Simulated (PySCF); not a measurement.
Species: C4H7P.
Atom-mapped SMILES: `[CH2:1]=[P:2]/[CH:3]=[CH:4]\[CH3:5]` (hydrogens: H6, H7 on C1; H8 on C3; H9 on C4; H10, H11, H12 on C5)

Method: TDDFT CAM-B3LYP/def2-SVPD, vertical, gas phase, core orbitals frozen in the response in PySCF. Isolated species at its PBE0-D3(BJ)/def2-SVP geometry (one conformer only). Torsions of this conformer, `[CH2:1]=[P:2]/[CH:3]=[CH:4]\[CH3:5]`: C1–P2–C3–C4 180°.

Computed states:

| state | E (eV) | f |
| --- | --- | --- |
| S1 | 4.43 | 0.0072 |
| S2 | 4.93 | 0.383 |
| S3 | 6.43 | 0.022 |
| S4 | 6.70 | 0.0036 |
| S5 | 6.72 | 0.0024 |
| S6 | 6.76 | 0.018 |
| S7 | 6.78 | 0.146 |
| S8 | 6.97 | 0.011 |
| S9 | 7.41 | 0.012 |
| S10 | 7.59 | 0.027 |

Each state is given a Gaussian of 0.3 eV full width at half maximum, with ε(max) = 2.175×10⁸ f / Δν̃ (Δν̃ the width in cm⁻¹). The width is an assumption, not a result. The curve ends short of the highest state used, and states not computed would add to its high-energy end.

(1) What does the envelope look like, and where are its maxima?

(2) On this curve, what absorbance would a 10⁻⁴ mol/L sample give at 266 nm over a 1 cm path?

(3) Coming from long wavelengths, where does ε first pass 100 L mol⁻¹ cm⁻¹?

Results:

(1) 
(λ (nm), ε (L mol⁻¹ cm⁻¹)): (177.2, 4502), (181.1, 13814), (184.9, 13313), (188.7, 5259), (192.6, 2410), (196.4, 1261), (200.2, 325), (204.0, 39), (207.9, 2), (211.7, 0), (215.5, 0), (219.4, 0), (223.2, 0), (227.0, 6), (230.8, 82), (234.7, 734), (238.5, 3689), (242.3, 11622), (246.2, 24235), (250.0, 33452), (253.8, 32390), (257.7, 22388), (261.5, 11609), (265.3, 4682), (269.1, 1667), (273.0, 786), (276.8, 673), (280.6, 653), (284.5, 544), (288.3, 375), (292.1, 216), (295.9, 104), (299.8, 42), (303.6, 15), (307.4, 5), (311.3, 1)

Maxima: 252 nm (4.93 eV), ε about 34000, made up of S2 (100%); 183 nm (6.78 eV), ε about 16000, made up of S6 (10%) and S7 (84%) (ε in L mol⁻¹ cm⁻¹; maxima over ε = 5, shares over 10%).

(2) 266 nm is 4.661 eV, where ε is about 3900 L mol⁻¹ cm⁻¹, so A = ε c l ≈ 0.39 (Beer–Lambert, with the gas-phase spectrum and the assumed width).

(3) At about 296 nm (4.19 eV), 0.25 eV below S1.

The vertical ionisation energy (ΔSCF) is 8.71 eV, 1.11 eV above S10.

On one thread of an Arm Neoverse N1, shared host with 64 logical CPUs at a one-minute load of 58, this took 2.5 min (grids of density and orbitals included) and 0.75 GiB of memory at its peak.
